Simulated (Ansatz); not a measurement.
Cost and result for the atomization energy of C₄H₁₀O₂ (`COCCOC`) (16 atoms, 15 bonds).

```xyz
16

C    -1.644    1.537   -0.261
O    -1.845    0.389    0.528
C    -1.239   -0.775    0.033
C     0.220   -0.922    0.391
O     1.006   -0.052   -0.381
C     2.366   -0.135   -0.060
H    -0.597    1.853   -0.270
H    -1.963    1.363   -1.298
H    -2.261    2.328    0.167
H    -1.781   -1.615    0.478
H    -1.353   -0.839   -1.060
H     0.526   -1.967    0.214
H     0.354   -0.712    1.463
H     2.758   -1.149   -0.229
H     2.550    0.134    0.990
H     2.903    0.562   -0.703
```

Total charge 0; spin multiplicity 1. The geometry is a stationary point of PBE0-D4/def2-TZVP. It is one conformer, not always the lowest. Program: Ansatz. All runs use 2 threads of an AMD EPYC 7R13 on a shared host and a share of an NVIDIA H100 80 GB. Times are those of one run each, without the atoms' runs, and a repeat can differ threefold. Electronic energies, without spin–orbit coupling; frozen cores. CCSD(T)/CBS adds CCSD(T) − MP2 in def2-TZVPP to the MP2 limit, and its time is that of the two runs behind it. T1 = 0.010. B3LYP takes the VWN-RPA correlation (the form of Gaussian; ORCA's B3LYP/G). HSE06 is the plane-wave form, built on full-range PBE exchange.

CCSD(T)/CBS is a level of theory with its own doubt, some kJ/mol a heavy atom from the limit and from the frozen cores, so smaller differences don't rank the functionals.

```json
{"level": "PBE0-D4/def2-TZVPP", "functions": "326", "wall time": "2.4 s", "atomization (kJ/mol)": "6201.0", "difference from CCSD(T)/CBS": "21.2", "per bond": "1.4"}
{"level": "BHLYP-D4/def2-TZVPP", "functions": "326", "wall time": "3.2 s", "atomization (kJ/mol)": "5992.9", "difference from CCSD(T)/CBS": "-186.9", "per bond": "-12.5"}
{"level": "B3LYP-D4/def2-TZVPP (with forces)", "functions": "326", "wall time": "3.6 s", "atomization (kJ/mol)": "6181.5", "difference from CCSD(T)/CBS": "1.7", "per bond": "0.1"}
{"level": "HSE06-D4/def2-TZVPP", "functions": "326", "wall time": "3.9 s", "atomization (kJ/mol)": "6206.0", "difference from CCSD(T)/CBS": "26.2", "per bond": "1.7"}
{"level": "PBE-QIDH/def2-TZVPP", "functions": "326", "wall time": "4.3 s", "atomization (kJ/mol)": "6143.4", "difference from CCSD(T)/CBS": "-36.4", "per bond": "-2.4"}
{"level": "B97M-V/def2-TZVPP", "functions": "326", "wall time": "4.6 s", "atomization (kJ/mol)": "6175.4", "difference from CCSD(T)/CBS": "-4.4", "per bond": "-0.3"}
{"level": "CCSD(T)/def2-SVP", "functions": "134", "wall time": "5.5 s", "atomization (kJ/mol)": "5910.0", "difference from CCSD(T)/CBS": "-269.8", "per bond": "-18.0"}
{"level": "B2PLYP/def2-TZVPP", "functions": "326", "wall time": "5.5 s", "atomization (kJ/mol)": "6118.2", "difference from CCSD(T)/CBS": "-61.6", "per bond": "-4.1"}
{"level": "ωB97X-V/def2-TZVPP", "functions": "326", "wall time": "6 s", "atomization (kJ/mol)": "6190.1", "difference from CCSD(T)/CBS": "10.3", "per bond": "0.7"}
{"level": "r2SCAN-D4/def2-TZVPP (with forces)", "functions": "326", "wall time": "6.5 s", "atomization (kJ/mol)": "6189.0", "difference from CCSD(T)/CBS": "9.2", "per bond": "0.6"}
{"level": "MP2/def2-QZVPP", "functions": "642", "wall time": "7 s", "atomization (kJ/mol)": "6204.8", "difference from CCSD(T)/CBS": "25.0", "per bond": "1.7"}
{"level": "CCSD(T)/def2-TZVPP", "functions": "326", "wall time": "9 s", "atomization (kJ/mol)": "6034.8", "difference from CCSD(T)/CBS": "-145.0", "per bond": "-9.7"}
{"level": "CCSD(T)/CBS(def2)", "functions": "–", "wall time": "16 s", "atomization (kJ/mol)": "6179.8", "difference from CCSD(T)/CBS": "0.0", "per bond": "0.0"}
```

The D4 term adds +42.2 kJ/mol with B3LYP and +22.6 kJ/mol with PBE0; it sums over pairs of atoms, weighted by their polarisabilities, and B3LYP, whose exchange is more repulsive, gets the larger term. From PBE to PBE0 (25 % exact exchange), in def2-TZVPP and without D4, the atomization energy moves by −112.2 kJ/mol: exact exchange takes away binding that semilocal exchange gives to molecules. In def2-TZVPP, CCSD(T) changes the Hartree–Fock value by +1551.8 kJ/mol (the triples alone add +84.6 kJ/mol) and MP2 by +1636.4 kJ/mol; breaking electron pairs costs correlation energy, which Hartree–Fock lacks.
